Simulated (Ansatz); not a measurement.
**C4H3NO: structure from calculated spectroscopic constants**

These gas-phase data were calculated for one isomer of C4H3NO at r2SCAN-D4/def2-SVP (harmonic, unscaled wavenumbers; equilibrium rotational constants with average atomic masses):

- rotational constants: 8.404, 2.47, 1.909 GHz
- all wavenumbers above 1500 cm⁻¹: 3279, 3154, 2932, 2330, 1826, 1651

Candidates:

(1) `C=C(C#N)C=O`, a singlet
(2) `N#CCC=C=O`, a singlet
(3) `O=C1C=CC=N1`, a singlet

Task: Assign the data to one candidate and say why.

Result: Candidate (1). The band at 2330 cm⁻¹ lies where the C≡N stretch is expected; (3) has no mode between 2050 and 2420 cm⁻¹. The band at 1826 cm⁻¹ lies where the C=O stretch is expected; (2) has no mode between 1680 and 1980 cm⁻¹.

The same quantities for all candidates:

|  | rotational constants (GHz) | wavenumbers above 1500 cm⁻¹ | E above the lowest, r2SCAN-D4/def2-SVP (kcal/mol) |
| --- | --- | --- | --- |
| (1) | 8.404, 2.47, 1.909 | 3279, 3154, 2932, 2330, 1826, 1651 | 6.3 |
| (2) | 13.02, 1.643, 1.562 | 3197, 3105, 3042, 2355, 2257 | 5.4 |
| (3) | 8.421, 4.147, 2.779 | 3262, 3225, 3163, 1855, 1673, 1586 | 0.0 |

Harmonic stretches to hydrogen usually lie a few per cent above observed fundamentals. Each candidate is one conformer. Programs: Ansatz 0.2.0.
